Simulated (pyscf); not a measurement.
## Concerted two-bond exchange: O=Mo(=O)(OH)–Cl + H₂ → O=Mo(=O)(OH)–Cl + H₂

Gas phase, singlet surface, charge 0. Bonds broken: O3–H7, H6–H8. Bonds formed: O4–H6, H7–H8. Structures and frequencies: ωB97X-D3(BJ)/def2-SVP in PySCF.

Transition state (Å):

```xyz
8

O      0.6161    -0.0122     1.3478
Mo    -0.7140    -0.1884     0.3698
O     -0.3437    -1.2391    -0.9815
O     -0.9599     1.2544    -0.5918
Cl    -2.5520    -0.8258     1.5373
H     -0.7829     0.8728    -1.7768
H     -0.4443    -0.4947    -1.9905
H     -0.5618     0.3083    -2.5639
```

One imaginary mode, 1901i cm⁻¹; descent along it reached the two sides named.

```csv
bond,change,reactant side (Å),saddle,product side
O3–H7,breaks,0.968,1.258,2.8
H6–H8,breaks,0.761,0.994,2.136
O4–H6,forms,2.7,1.257,0.968
H7–H8,forms,2.169,0.994,0.761
```

Electronic energies relative to the separated reactants (kcal/mol):

| level | barrier | reaction energy | reverse barrier |
|---|---|---|---|
| ωB97X-D3(BJ)/def2-TZVP | 33.3 | 0.0 | 33.3 |
| PBE/def2-TZVP | 23.2 | 0.0 | 23.2 |
| r²SCAN/def2-TZVP | 25.6 | 0.0 | 25.6 |
| B3LYP-D3(BJ)/def2-TZVP | 29.5 | 0.0 | 29.5 |
| PBE0-D3(BJ)/def2-TZVP | 27.4 | 0.0 | 27.4 |
| M06-2X/def2-TZVP | 35.2 | 0.0 | 35.2 |
| ωB97M-D3(BJ)/def2-TZVP | 33.6 | 0.0 | 33.6 |
| HF/def2-TZVP | 55.9 | 0.0 | 55.9 |

With ωB97M-D3(BJ)/def2-TZVP energies and thermal terms (ideal gas, 1 atm, RRHO with modes under 100 cm⁻¹ raised to 100, one conformer, R ln 2 for chiral ones without a mode under 150 cm⁻¹), in kcal/mol:

```json
[
 {"T (K)": "298", "ΔH‡": "33.0", "ΔG‡": "43.0", "ΔH": "0.0", "ΔG": "0.0"},
 {"T (K)": "600", "ΔH‡": "31.6", "ΔG‡": "53.8", "ΔH": "0.0", "ΔG": "0.0"},
 {"T (K)": "900", "ΔH‡": "31.3", "ΔG‡": "65.1", "ΔH": "0.0", "ΔG": "0.0"},
 {"T (K)": "1200", "ΔH‡": "31.5", "ΔG‡": "76.3", "ΔH": "0.0", "ΔG": "0.0"}
]
```

This is the saddle that the search found; another between the same sides may lie lower. Elements past Kr carry the def2 core potentials, without spin-orbit coupling.
